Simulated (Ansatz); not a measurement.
A CCSD(T) single point on `F/[C]=C\F` radical.

```yaml
crystal:
  periodic: [false, false, false]
  atoms:
    - {symbol: F, position_ang: [-1.049364, 0.476010, -1.486236]}
    - {symbol: C, position_ang: [-0.103961, -0.180254, -0.893188]}
    - {symbol: C, position_ang: [0.314083, -0.175070, 0.351330]}
    - {symbol: F, position_ang: [-0.242046, 0.599582, 1.294681]}
    - {symbol: H, position_ang: [1.131087, -0.793869, 0.692013]}
basis:
  gaussian: {orbitals: def2-TZVPP}
magnetization: {spin_polarized: true, initial_magnetization: 1}
correlation: {method: ccsd_t}
scf: {omitted_lower_state_checks: [cluster_reference]}
output: {orbitals: {seedname: orbitals}}
```

```sh
$ ansatz run in.yaml --threads 2 --pin off --events-out ev --progress --plain
```

The program prints (abridged):

```
Functional definition: HF
897 factors; integrals over basis functions are off by at most 8.9e-4 eV
mean field evaluation 1: about -7486.1634 eV, gradient 1.9e1 eV
mean field evaluation 2: about -7486.1708 eV, gradient 1.9e1 eV
mean field evaluation 4: about -7488.2499 eV, gradient 3.5e0 eV
mean field evaluation 8: about -7488.4301 eV, gradient 6.3e-1 eV
mean field evaluation 16: about -7488.4932 eV, gradient 1.1e-6 eV
mean field -7488.49317023 eV, -275.1970481229 hartree, gradient 1.2e-6 eV, S^2 0.938147; 0 other end points of the search recorded, 0 dependent functions left out
4 core orbitals not correlated: weight in the atoms' cores, before any rotation towards them, 1.000 or more for the frozen orbitals, at most 0.000 for the correlated occupied ones
reference -7488.49317023 eV, -275.1970481229 hartree; 12, 11 occupied and 122, 123 virtual orbitals, 897 factors
second order -20.67513666 eV of doubles, -0.00000000 eV of singles
cycle   1  -20.59322546 eV  change    8.2e-2 eV  update   1.1e-1
cycle   2  -21.10276826 eV  change   -5.1e-1 eV  update   4.4e-2
cycle   3  -21.31765107 eV  change   -2.1e-1 eV  update   3.3e-2
cycle   4  -21.33139681 eV  change   -1.4e-2 eV  update   1.7e-2
cycle   5  -21.34013704 eV  change   -8.7e-3 eV  update   8.7e-3
cycle   6  -21.34868391 eV  change   -8.5e-3 eV  update   2.9e-3
cycle   7  -21.34966981 eV  change   -9.9e-4 eV  update   1.4e-3
cycle   8  -21.34955738 eV  change    1.1e-4 eV  update   5.7e-4
cycle   9  -21.34988521 eV  change   -3.3e-4 eV  update   2.9e-4
cycle  10  -21.34983654 eV  change    4.9e-5 eV  update   1.4e-4
cycle  11  -21.34992863 eV  change   -9.2e-5 eV  update   6.1e-5
cycle  12  -21.34998877 eV  change   -6.0e-5 eV  update   2.1e-5
cycle  13  -21.34998924 eV  change   -4.7e-7 eV  update   9.8e-6
perturbative correction -0.78203439 eV, -0.0287392338 hartree
Total energy: -7510.62519386 eV, -276.0103849896 hartree
Checks for a lower state left out: cluster_reference
```

It took 84 s on 2 threads of a server CPU on a shared host, with 2 GiB of host memory at the peak.

The correlation energy is -22.132 eV, 3.5 % of it from (T); the T1 diagnostic reads 0.0311.
